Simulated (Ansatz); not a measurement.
Density of states of TiO (P-62m, a = 4.958 Å, b = 4.958 Å, c = 2.836 Å, α = 90.00°, β = 90.00°, γ = 120.00°), in states per eV and primitive cell, averaged over bins of 0.5 eV. Theory: DFT PBEsol, scalar-relativistic, plane waves, PAW (Ansatz).

Settings: cutoff 420 eV, Γ-centred mesh 12×12×12 on the computed 6-atom cell, Gaussian smearing of 0.10 eV; no spin polarisation.

The cell is relaxed at this level. The states (both spins) are summed by tetrahedra on a 18×18×18 mesh at the self-consistent density. Energies are bin centres; the table starts no lower than −8 eV and ends at 6 eV, or lower where the solved bands end.

It is a metal at this level.

```tsv
E − E_F (eV)	total	Ti 3d	O 2p	Ti 4s	O 2s
-7.80	4.99	0.88	3.80	0.13	0.03
-7.30	4.88	0.80	3.85	0.08	0.02
-6.80	5.36	0.89	4.28	0.07	0.02
-6.30	4.25	0.57	3.54	0.04	0.01
-5.80	5.16	0.60	4.43	0.04	0.01
-5.30	0.48	0.04	0.42	0.00	0.00
-4.80	0.00	0.00	0.00	0.00	0.00
-4.30	0.00	0.00	0.00	0.00	0.00
-3.80	0.00	0.00	0.00	0.00	0.00
-3.30	0.18	0.13	0.01	0.04	0.00
-2.80	0.51	0.36	0.03	0.10	0.01
-2.30	1.08	0.83	0.06	0.16	0.01
-1.80	5.07	4.35	0.21	0.29	0.02
-1.30	3.32	2.86	0.16	0.13	0.01
-0.80	1.15	0.97	0.10	0.05	0.00
-0.30	0.62	0.51	0.06	0.03	0.00
0.20	2.23	1.94	0.17	0.05	0.04
0.70	6.91	6.23	0.36	0.06	0.16
1.20	8.33	7.47	0.52	0.07	0.15
1.70	11.42	10.15	0.77	0.08	0.27
2.20	5.88	4.91	0.64	0.09	0.12
2.70	6.66	5.08	1.11	0.14	0.18
3.20	6.83	5.02	1.37	0.15	0.16
3.70	0.89	0.44	0.15	0.19	0.08
4.20	0.77	0.18	0.08	0.31	0.09
```

The columns after the total are the main Löwdin projections on the occupied valence shells of the potentials; 2 others are left out. The rest of the total lies in those, in shells that are empty in the free atom, which aren't projected, and between the atoms.

Spin polarisation was left out, and a magnetic state may lie lower.

A ferromagnetic start lost its moments in a first run, so spin was left out; other magnetic orders weren't tried.

This form isn't the usual stable structure of the compound.

Cost: 1 run of about 2.4 core-minutes, on Oxide Virtual Turin-like Processor (Zen 5) (shared hosts).